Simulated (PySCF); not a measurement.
Parents of the type formyl-X, proton added and the species left after one step. Gas-phase values, no solvent. One relaxed conformer stands for each flexible species; it need not be the lowest. The site is fixed along the series; a substituent can offer a better one. Strings in code marks are SMILES.

The numbers are results of PBE-D3(BJ)/def2-TZVP // TPSSh-D3(BJ)/def2-TZVP run with PySCF, not measurements. Excitations are Tamm–Dancoff values on a coarser integration grid. The basis has no diffuse functions, so Rydberg states are missing or too high.

| species | T1 excitation (TDA) (eV) | S1 excitation (TDA) (eV) | HOMO–LUMO gap (eV) | S1 oscillator strength |
|---|---|---|---|---|
| X = H, proton added | 4.99 | 5.84 | 5.49 | 0.001 |
| X = amino, proton added (`[O+](/[H])=C\N`) | 5.37 | 7.92 | 6.11 | 0.000 |
| X = formyl, parent | 1.61 | 2.20 | 1.95 | 0.000 |
| X = selanyl, proton added (`[H]/[O+]=C\[SeH]` (O–C–Se–H torsion 0°)) | 3.27 | 5.81 | 3.88 | 0.227 |
